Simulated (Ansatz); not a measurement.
## Multireference treatment of C4H5N, singlet

Calculated in Ansatz's Gaussian-basis code. Basis cc-pVTZ, nonrelativistic, 5 orbitals frozen in the corrections. State-specific CASSCF; RHF is the lowest restricted (open-shell) Hartree–Fock solution met. Single-reference values can break down or jump between states where bonds are stretched. Solutions may break the symmetry of the shape. No proof that the lowest CASSCF solution was found.

Geometry:

```xyz
10

N     0.0000    0.1016    1.2472
C     0.0000   -1.0972    0.4091
C     0.0000   -0.6385   -1.0137
C     0.0000    0.7118   -0.9946
C     0.0000    1.1015    0.4145
H     0.8811   -1.7015    0.6601
H    -0.8811   -1.7015    0.6601
H     0.0000   -1.2886   -1.8811
H     0.0000    1.3882   -1.8416
H     0.0000    2.1263    0.7803
```

(1) What do CASSCF and its corrections give against RHF in CAS(4,4), and what are the occupations?

(2) How do single-reference totals in the same basis and frozen core stand against SC-NEVPT2 in CAS(4,4)?

(3) Roughly how much CPU time does a whole run from the default start take (median of such runs, summed over threads; nearly all runs on one pinned thread of a shared server, mostly Xeon at 2.3 to 2.6 GHz, by a development driver)?

Results:

(1) CASSCF -1.588 eV, SC-NEVPT2 -22.833 eV; occupations 1.93, 1.89, 0.11, 0.06.

(2) CCSD(T) -1.903 eV. Coupled cluster stands on the determinant that it favours, which can lie over the RHF solution above, and is in doubt where the occupations are far from 0, 1 and 2.

(3) CAS(4,4): about 2.7 min. Other jobs ran beside these, and the count of passes differs.
